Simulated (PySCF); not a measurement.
```xyz
4
charge 0 multiplicity 1, angstrom
S     0.0000    0.4660   -0.2835
S     0.0000   -0.0344    1.5066
F     1.1558   -0.3632   -1.0292
F    -1.1558   -0.3632   -1.0292
```

Computed with PySCF, PBE0, basis S def2-TZVP, F def2-TZVP (no relativity, density fitting).

This geometry of S₂F₂ is a stationary point at this level.

Task: What is the point group?

Result: Cs.

Task: Is it a minimum?

Result: Yes: all harmonic wavenumbers are real.

Task: What are the dipole moment and the gap between the highest occupied and lowest empty levels?

Result: 0.96 D and 5.97 eV.

Task: What is the atomisation energy, with and without zero-point energy?

Result: 1045 kJ/mol without, 1026 kJ/mol with.

Other isomers or separated fragments may lie lower.
